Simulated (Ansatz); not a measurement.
A run of Ansatz (development build ahead of 0.2.0) on singlet N4 in separate pieces at this shape:

```yaml
atoms:
  - { symbol: N, position_ang: [0.5500, 0.0000, 3.8000] }
  - { symbol: N, position_ang: [-0.5500, 0.0000, 3.8000] }
  - { symbol: N, position_ang: [0.5500, 0.0000, 0.0000] }
  - { symbol: N, position_ang: [-0.5500, 0.0000, 0.0000] }
```

Its results:

| Item | Value |
| --- | --- |
| Converged | yes |
| Total energy | -217.73499 hartree |
| Spin squared of the determinant | 0.000 |

(1) Which input gives this output? Name the method, the orbitals and the basis set, and write the input.

## Answers

(1) RHF in 6-31G. An unrestricted run that stays on the closed shell gives the same numbers.

```yaml
crystal:
  periodic: [false, false, false]
  atoms:
    - { symbol: "N", position_ang: [0.55, 0.0, 3.8] }
    - { symbol: "N", position_ang: [-0.55, 0.0, 3.8] }
    - { symbol: "N", position_ang: [0.55, 0.0, 0.0] }
    - { symbol: "N", position_ang: [-0.55, 0.0, 0.0] }
basis:
  gaussian: { orbitals: "6-31G" }
hamiltonian:
  xc: hf
```
